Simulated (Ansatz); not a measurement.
Phonon frequency of some phosphides, arsenides and antimonides, all zinc-blende

Method: Hartree–Fock (Ansatz, a first-principles code, plane waves, PAW). References are measured values at room or unstated temperature, uncorrected unless marked, so that the deviations hold thermal and zero-point effects besides the level's error. The table is a random draw of 10 from 32 values with such references.

Values in cm⁻¹.

| solid | reference | Hartree–Fock | deviation (%) |
|---|---|---|---|
| zinc-blende GaAs (L TA) | 63 | 79 | +25 |
| zinc-blende InSb (L LO) | 161 | 165 | +2.5 |
| zinc-blende GaSb (X LO) | 212 | 222 | +4.7 |
| zinc-blende GaSb (X TA) | 57 | 80 | +40 |
| zinc-blende InP (X LA) | 193 | 190 | -1.6 |
| zinc-blende GaAs (L TO) | 264 | 265 | +0.4 |
| zinc-blende InP (L LA) | 167 | 178 | +6.6 |
| zinc-blende InSb (L TO) | 177 | 178 | +0.6 |
| zinc-blende InP (X TO) | 324 | 328 | +1.2 |
| zinc-blende GaSb (L TO) | 216 | 222 | +2.8 |

Over these 10 values the mean deviation is +8.3 %, the mean absolute deviation 8.6 % (median 2.6 %), and the worst case zinc-blende GaSb (X TA) at +40 %; the value is too high in 9 of 10 cases. Over all 32, from unrounded values, the mean deviation is +11.3 % and the mean absolute deviation 11.9 % (median 4.9 %).

Spin–orbit coupling is left out, also for the solids with elements from indium on (zinc-blende InSb, zinc-blende GaSb, zinc-blende InP); its size isn't shown.

Differences are worked out from the printed values.

Each level is taken at its own relaxed cell. Ansatz's density-functional and Hartree–Fock values are scalar-relativistic unless marked +SOC, with PAW data made under PBE.

Not in this set, of the phosphides, arsenides and antimonides with a reference value in our tables and a result at some level: 4 for a reference of another kind, counted apart. These can be a level's best or worst cases. At least 8 more with a reference value are held back for tests. Solids without a released value at any level aren't counted. Layered and molecular crystals are counted apart.

References as tabulated in Giannozzi et al., Phys. Rev. B (1991); Ioffe Institute, NSM Archive: InP, mechanic properties page; Ioffe Institute, NSM Archive: InSb, mechanic properties page; Ioffe Institute, NSM Archive: GaSb, mechanic properties page.
